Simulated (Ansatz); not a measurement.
## [SiH₃···H···O], triplet: the ladder up to UCCSDT(Q)

Geometry: a point of a hydrogen-transfer path between rigid fragments, not a stationary point.

```xyz
6

Si   -0.9491    0.0000    0.0000
H    -1.4440    1.3997    0.0000
H    -1.4440   -0.6999    1.2122
H    -1.4440   -0.6999   -1.2122
H     0.7949    0.0000    0.0000
O     1.8889    0.0000    0.0000
```

Basis cc-pVDZ; Ansatz 0.2.0. Only valence electrons are correlated (noble-gas cores frozen), which leaves 14 electrons in 46 orbitals. R marks a restricted (for open shells ROHF) determinant, U an unrestricted one. Active spaces: pair = (4e, 4o) about the gap.

Full CI isn't at hand for all of this; UCCSDT(Q) serves as the reference, and is uncertain by about the last step of the cluster series. The frozen core follows each run's orbitals, which can shift R against U totals by a few meV.

For open shells CISD is restricted-active-space CI with the open shells as a complete middle space.

```
UHF ⟨S²⟩                          : 2.031
T1 diagnostic (RCCSD)             : 0.0199
largest doubles amplitude (RCCSD) : 0.043
T1 diagnostic (UCCSD)             : 0.0147
```

Question: From what is known of these methods and the diagnostics, rank them by the size of their error in total energy against UCCSDT(Q) in cc-pVDZ, smallest first (an estimate: the text doesn't fix the numbers).
A. RCCSDT
B. MRCISD+Q (pair space)
C. UCCSD
D. CISD
E. NEVPT2 (pair space)

Answer: A (12 meV), B (84 meV), C (181 meV), D (871 meV), E (1281 meV).

All errors are against UCCSDT(Q) in cc-pVDZ. Within each family the higher level lies nearer, as is usual though not guaranteed.
